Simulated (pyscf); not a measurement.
This saddle point was located with ωB97X-D3(BJ)/def2-SVP in PySCF.

```xyz
13

C      0.8242     0.3719     0.1713
Si    -0.8914     0.9124    -0.5328
C     -0.9622     2.7809    -0.4582
H      0.4445    -0.7714    -0.0607
H      0.8505     0.7227     1.2120
H      1.5773     0.8271    -0.4864
H     -1.9357     0.2801     0.3148
H     -0.9762     0.4058    -1.9273
H     -0.8604     3.1407     0.5777
H     -1.9284     3.1384    -0.8491
H     -0.1618     3.2326    -1.0650
Cl     1.0462    -2.5409     0.0815
H      1.4035    -0.7304     0.3485
```

Surface: singlet, charge 0. Lowest wavenumbers (cm⁻¹): 1596i, 45, 115, 169, 202.

**Question.** Which two sides does it connect, and which bonds change?

**Answer.** `[CH3][SiH2][CH3]` + `[ClH]` ⇌ `[CH3][SiH2][CH3]` + `[ClH]`, a four-centre exchange read from left to right: C–H, Cl–H broken and C–H, Cl–H formed. At ωB97M-D3(BJ)/def2-TZVP it lies +229.5 kJ/mol from the left side and +229.5 kJ/mol from the right (each side as separated species at their lowest minima found). The same reactants have a lower exit, to CH₄ + H₃C–SiH₂–Cl (barrier +154.4 kJ/mol at ωB97M-D3(BJ)/def2-TZVP, against +229.5 kJ/mol here). This is the saddle that the search found; another between the same sides may lie lower.
